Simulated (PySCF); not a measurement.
Molecule: `C(C)[PH](=O)CC`, C4H11OP.

Geometry:
```json
{"atom": "C1", "x (Å)": "-2.111", "y (Å)": "0.377", "z (Å)": "0.266"}
{"atom": "C2", "x (Å)": "-1.291", "y (Å)": "-0.862", "z (Å)": "0.593"}
{"atom": "P3", "x (Å)": "0.453", "y (Å)": "-0.818", "z (Å)": "0.065"}
{"atom": "O4", "x (Å)": "1.209", "y (Å)": "-2.089", "z (Å)": "0.297"}
{"atom": "C5", "x (Å)": "1.207", "y (Å)": "0.640", "z (Å)": "0.858"}
{"atom": "C6", "x (Å)": "2.703", "y (Å)": "0.704", "z (Å)": "0.578"}
{"atom": "H7", "x (Å)": "-1.750", "y (Å)": "1.264", "z (Å)": "0.808"}
{"atom": "H8", "x (Å)": "-3.166", "y (Å)": "0.232", "z (Å)": "0.541"}
{"atom": "H9", "x (Å)": "-2.082", "y (Å)": "0.608", "z (Å)": "-0.811"}
{"atom": "H10", "x (Å)": "-1.272", "y (Å)": "-1.072", "z (Å)": "1.676"}
{"atom": "H11", "x (Å)": "-1.708", "y (Å)": "-1.764", "z (Å)": "0.116"}
{"atom": "H12", "x (Å)": "0.343", "y (Å)": "-0.406", "z (Å)": "-1.304"}
{"atom": "H13", "x (Å)": "0.683", "y (Å)": "1.552", "z (Å)": "0.525"}
{"atom": "H14", "x (Å)": "1.018", "y (Å)": "0.530", "z (Å)": "1.940"}
{"atom": "H15", "x (Å)": "2.905", "y (Å)": "0.867", "z (Å)": "-0.492"}
{"atom": "H16", "x (Å)": "3.178", "y (Å)": "1.522", "z (Å)": "1.138"}
{"atom": "H17", "x (Å)": "3.181", "y (Å)": "-0.244", "z (Å)": "0.865"}
```

Geometry PBE0-D3(BJ)/def2-SVP throughout; GIAO in PySCF 2.14.0 with density-fitted response routines, gas phase, one conformer, non-relativistic; equivalent atoms averaged; basis pcSseg-1.

For orientation, BP86 gives these absolute shieldings σ: C2/C5 152.6, C1/C6 172.1, P3 287.1, O4 220.0, H12 24.12, H11/H14 29.77, H7/H8/H9/H15/H16/H17 30.21, H10/H13 29.90 ppm.

A run gave: C2/C5 152.8, C1/C6 172.6, P3 289.0, O4 218.7, H12 24.05, H11/H14 29.70, H7/H8/H9/H15/H16/H17 30.15, H10/H13 29.83 ppm (absolute shieldings σ).

**Question.** Which functional was used in that run?
A. OPBE
B. PBE
C. BLYP
D. HF

**Answer.** B. C2/C5 tells them apart best: PBE gives 152.8, OPBE gives 160.0, BLYP gives 146.9, HF gives 170.4 ppm.
